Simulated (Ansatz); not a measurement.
# How far each method lies from UCCSDT(Q) for H$_{3}$Si–Si, quartet

Geometry: that of the H3Si–Si, doublet, kept fixed. The doublet lies 0.9 eV lower here.

```xyz
5

Si    0.0051    0.0000    1.0965
Si    0.0071    0.0000   -1.2715
H     0.5687    1.2062    1.7682
H    -1.4762    0.0000    1.3384
H     0.5687   -1.2062    1.7682
```

Basis cc-pVDZ; Ansatz 0.2.0. Correlated methods freeze the noble-gas cores, which leaves 11 electrons in 41 orbitals. R marks a restricted (for open shells ROHF) determinant, U an unrestricted one. Active spaces: valence = (11e, 11o) chosen from the atoms' valence shells.

Full CI isn't at hand for all of this; UCCSDT(Q) serves as the reference, and is uncertain by about the last step of the cluster series. The frozen core follows each run's orbitals, which can shift R against U totals by a few meV.

For open shells CISD is restricted-active-space CI with the open shells as a complete middle space.

The UHF ⟨S²⟩ is 3.754, the T1 diagnostic (RCCSD) is 0.0286 and the largest doubles amplitude (RCCSD) is 0.051. The T1 diagnostic (UCCSD) is 0.0264.

```csv
level,E − E(RHF) (eV)
UHF,-0.0320
RMP2,-4.1577
UMP2,-4.1568
RCCSD,-5.2451
UCCSD,-5.2459
RCCSD(T),-5.3911
UCCSD(T),-5.3912
```

Problem. Estimate how far UCCSDT(Q) in cc-pVDZ lies from RCCSD(T). The table doesn't fix it; the size of (T) and the diagnostics are the guide.

Solution. UCCSDT(Q) in cc-pVDZ lies 4.0 kJ/mol below RCCSD(T), which is 29 % of the (T) step (-14.1 kJ/mol). The diagnostics give no warning, yet the rest is a sizeable part of (T).

The other levels:

```tsv
level	E − E(UCCSDT(Q)) (kJ/mol)	share of correlation (%)	wall time
CISD	55.4	89.44	7.5 s
BCCD(T)	4.0	99.24	1.4 s
RCCSDT	0.7	99.86	–
UCCSDT	0.7	99.87	–
RCCSDT(Q)	0.0	99.99	28 s
CASSCF (valence space)	366.7	30.05	–
NEVPT2 (valence space)	111.3	78.76	8.5 s
MRCISD (valence space)	31.7	93.95	–
MRCISD+Q (valence space)	5.2	99.00	14 s
```

The correlation energy at UCCSDT(Q), counted from RHF, is -5.433 eV. That run took 23 s on 1 thread of Arm Neoverse V2, shared host.

Times hold each run's SCF and search for its determinant on a shared host, so for small cases they say little of a method's own cost; they ran on 1 thread of Arm Neoverse V2.

Natural occupations of CASSCF (valence space) about the gap: 1.985 1.975 1.975 1.973 1.002 1.000 1.000 0.031 0.021 0.020; effectively unpaired electrons, Σ n²(2−n)², 3.02.
